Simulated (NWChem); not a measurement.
**C2H3FO (acetyl fluoride) at 6 levels**

Wanted: a comparison of 6 runs (HF/STO-3G, B3LYP/6-31G*, B3LYP/aug-cc-pVDZ, PBE/aug-cc-pVDZ, PBE0/aug-cc-pVDZ) of C2H3FO (acetyl fluoride). 

The results are computed with NWChem 7.3.0.

1 further run of the same task is left out (set aside as unsound or not needed). Runs told in other sessions of the task aren't counted.

## Step 1: The molecule

C2H3FO: 7 atoms, total charge 0, spin state singlet. SMILES: `CC(=O)F`. The C1–H6 distance was set to 1.419 Å, away from the relaxed value.

Bond lengths: C1–C2 1.488 Å, C2–O3 1.179 Å, C2–F4 1.351 Å, C1–H5 1.087 Å, C1–H7 1.092 Å. Angles: C1–C2–O3 129.2°, C1–C2–F4 110.5°, O3–C2–F4 120.2°, C2–C1–H5 109.9°, C2–C1–H7 109.4°, H5–C1–H7 110.4°. A long bond or contact: C1–H6 1.419 Å.

## Step 2: The energy at HF/STO-3G (run 1)

Input file run.xyz:

```xyz
7

C      0.276708     0.254507     0.523683
C     -0.903492     0.205107    -0.380537
O     -2.044012     0.073767    -0.111727
F     -0.519292     0.337087    -1.669357
H     -0.043282     0.147557     1.556703
H      1.180650    -0.783140     0.176830
H      0.801108     1.201867     0.384653
```

Input file run.nw:

```
start run
memory 2200 mb

geometry noautosym nocenter noautoz
  load format xyz run.xyz
end

basis "ao basis" spherical bse
  * library STO-3G
end

scf
  singlet
  rhf
  thresh 1e-08
  maxiter 80
end

task scf energy
```

Started as:

```console
$ nwchem run.nw > run.out
```

Standard output:

```text
[...]
  functions       =    23
[...]
  wavefunction    = RHF
[...]
         Total SCF energy =   -248.360171579985
      One-electron energy =   -578.632983417079
      Two-electron energy =    212.159062509341
 Nuclear repulsion energy =    118.113749327753
        Time for solution =      0.6s
[...]
```

Wall time 1.2 s (1 thread of Intel Xeon 6975P-C (Granite Rapids), shared host); peak memory 0.1 GiB.

## Step 3: A single-point energy at B3LYP/6-31G(d) (spherical functions) (run 2)

Input file m1.xyz:

```xyz
7
C2H3FO
C      0.276708     0.254507     0.523683
C     -0.903492     0.205107    -0.380537
O     -2.044012     0.073767    -0.111727
F     -0.519292     0.337087    -1.669357
H     -0.043282     0.147557     1.556703
H      1.180650    -0.783140     0.176830
H      0.801108     1.201867     0.384653
```

Input file run.py:

```python
from ase.io import read
from ase.calculators.nwchem import NWChem

atoms = read('m1.xyz')

calc = NWChem(
    label='m1',
    theory='dft',
    memory='2200 mb',
    basis='6-31G*',
    basispar='spherical bse',
    dft={'xc': 'b3lyp', 'mult': '1', 'grid': 'xfine', 'convergence': 'energy 1e-08', 'iterations': '100', 'mulliken': None},
    task='energy',
)
atoms.calc = calc

print("Total energy (eV):", round(atoms.get_potential_energy(), 6))
print("dipole (e A):", atoms.get_dipole_moment().round(4))
```

Started as:

```console
$ export ASE_NWCHEM_COMMAND="nwchem PREFIX.nwi > PREFIX.nwo"
$ python run.py
```

Standard output:

```text
Total energy (eV): -6885.876408
dipole (e A): [0.5017 0.0555 0.2415]
```

The calculator wrote m1.nwi:

```
title "m1"

permanent_dir m1

scratch_dir m1

start m1

geometry units angstrom nocenter noautosym noautoz
  C  2.7670800000000001e-01 2.5450699999999998e-01 5.2368300000000001e-01
  C  -9.0349199999999996e-01 2.0510700000000001e-01 -3.8053700000000001e-01
  O  -2.0440119999999999e+00 7.3766999999999999e-02 -1.1172700000000001e-01
  F  -5.1929199999999998e-01 3.3708700000000003e-01 -1.6693570000000000e+00
  H  -4.3282000000000001e-02 1.4755699999999999e-01 1.5567029999999999e+00
  H  1.1806500000000000e+00 -7.8313999999999995e-01 1.7682999999999999e-01
  H  8.0110800000000004e-01 1.2018670000000000e+00 3.8465300000000002e-01
end

memory 2200 mb

basis spherical bse noprint
   * library 6-31G*
end

dft
  xc b3lyp
  mult 1
  grid xfine
  convergence energy 1e-08
  iterations 100
  mulliken
end

task dft energy
```

m1.nwo:

```text
Northwest Computational Chemistry Package (NWChem) 7.3.0
             --------------------------------------------------------

           Job information
           ---------------

    nwchem branch   = 7.3.0
    use scalapack   = T
    input           = m1.nwi
    prefix          = m1.
    data base       = m1/m1.db
    status          = startup
    nproc           =        1

           Memory information
           ------------------

[... 5 lines left out ...]
    hardfail = no
[... 122 lines left out ...]
          Convergence on energy requested:  1.00D-08
[... 27 lines left out ...]
          Convergence Information
[... 30 lines left out ...]
 1-e energy   =    -579.343323
[... 45 lines left out ...]
      One electron energy =     -581.276435165010
[... 8 lines left out ...]
                       DFT Final Molecular Orbital Analysis
[... 474 lines left out ...]
     Multipole analysis of the density
     ---------------------------------

     L   x y z        total         alpha         beta         nuclear
     -   - - -        -----         -----         ----         -------
     0   0 0 0     -0.000000    -16.000000    -16.000000     32.000000

     1   1 0 0      0.948010     22.062189     22.062189    -43.176369
[... 8 lines of this table left out ...]
     2   0 0 2    -17.604054    -62.899193    -62.899193    108.194333

 Task  times  cpu:       14.1s     wall:       14.1s
 Total times  cpu:       14.1s     wall:       14.1s
```

Run time: 15 s. Hardware: 1 thread of Intel Xeon 6975P-C (Granite Rapids), shared host; peak memory 0.13 GiB.

Runs 3 to 5 aren't shown in full; the table further down has their settings and results.

## Step 4: The energy at PBE0/aug-cc-pVDZ (run 6)

Input file c2h3fo.nw:

```
start c2h3fo
memory stack 880 mb heap 220 mb global 1100 mb

geometry noautosym nocenter noautoz
 C     0.276708    0.254507    0.523683
 C    -0.903492    0.205107   -0.380537
 O    -2.044012    0.073767   -0.111727
 F    -0.519292    0.337087   -1.669357
 H    -0.043282    0.147557    1.556703
 H     1.180650   -0.783140    0.176830
 H     0.801108    1.201867    0.384653
end

basis spherical bse
 C library aug-cc-pVDZ
 O library aug-cc-pVDZ
 F library aug-cc-pVDZ
 H library aug-cc-pVDZ
end

dft
 xc pbe0
 grid fine
 convergence energy 1e-08
 iterations 100
 mulliken
 noprint "final vectors analysis"
end

task dft
```

Started as:

```console
$ nwchem c2h3fo.nw > c2h3fo.out
```

Standard output:

```text
[...]
          Wavefunction type:  closed shell.
          No. of atoms     :     7
          No. of electrons :    32
[...]
          Charge           :     0
          Spin multiplicity:     1
[...]
          AO basis - number of functions:   119
[...]
              XC Information
              --------------
                         PBE0 Method XC Functional
                     Hartree-Fock (Exact) Exchange  0.250
          PerdewBurkeErnzerhof Exchange Functional  0.750
            Perdew 1991 LDA Correlation Functional  1.000 local
           PerdewBurkeErnz. Correlation Functional  1.000 non-local
[...]
 d= 0,ls=0.0,diis     1   -252.6898300056 -3.71D+02  1.93D-02  1.23D+00     2.9
[...]
 d= 0,ls=0.0,diis    11   -252.8277969737 -5.37D-10  1.85D-07  9.50D-10    26.6
         Total DFT energy =     -252.827796973653
      One electron energy =     -580.845047487227
           Coulomb energy =      240.541414116108
    Exchange-Corr. energy =      -30.637912930286
 Nuclear repulsion energy =      118.113749327753
[...]
      Total Density - Mulliken Population Analysis
     ---------------------------------------------
    Atom       Charge   Shell Charges
 -----------   ------   -------------------------------------------------------
    1 C    6     6.08   2.02  0.65  0.41  0.17  2.05  0.71  0.03  0.04 -0.02
    2 C    6     5.23   2.02  0.69  0.38 -0.14  1.94  0.10 -0.03  0.25  0.02
    3 O    8     8.43   2.01  0.84  1.01  0.15  2.82  1.48  0.07  0.02  0.02
    4 F    9     9.45   2.01  0.89  1.06  0.14  3.32  1.90  0.11  0.00  0.02
    5 H    1     1.11   0.76  0.34  0.00  0.03 -0.02
    6 H    1     0.64   0.61  0.08 -0.01  0.02 -0.05
    7 H    1     1.05   0.75  0.28  0.01  0.03 -0.02
[...]
```

Wall time 27 s (1 thread of Intel Xeon 6975P-C (Granite Rapids), shared host); peak memory 0.12 GiB.

## Step 5: Overview of the runs

```
run                               level  iteration cap  module  energy (Eh)  dipole moment (D)  HOMO energy (eV)  LUMO energy (eV)  wall time
  1                           HF/STO-3G             80     scf  -248.360172               1.97             -9.91              7.67      1.2 s
  2  B3LYP/6-31G* (spherical functions)            100     dft  -253.051293               2.69             -8.33             -0.78       15 s
  3  B3LYP/6-31G* (Cartesian functions)            100     dft  -253.055118               2.69             -8.34             -0.78       16 s
  4                   B3LYP/aug-cc-pVDZ            100     dft  -253.096255               2.93             -8.79             -1.41       28 s
  5                     PBE/aug-cc-pVDZ            100     dft  -252.826799               2.80             -7.34             -2.12       29 s
  6                    PBE0/aug-cc-pVDZ            100     dft  -252.827797               2.94                 –                 –       27 s
```

## Step 6: Outcome

```
            quantity          value
 run 6: total energy  -252.82780 Eh
run 6: dipole moment         2.94 D
```

The dipole moment (its size) runs from 1.97 D (HF/STO-3G) to 2.94 D (PBE0/aug-cc-pVDZ). The two ends differ in method and basis. Over runs 1, 2, 3, 4, 5 the HOMO–LUMO gap runs from 5.23 eV (PBE/aug-cc-pVDZ) to 17.59 eV (HF/STO-3G). Totals of different functionals can't be ranked against each other. In run 1 the basis is minimal, so the values are rough. All runs together took 2 min, the longest 29 s.
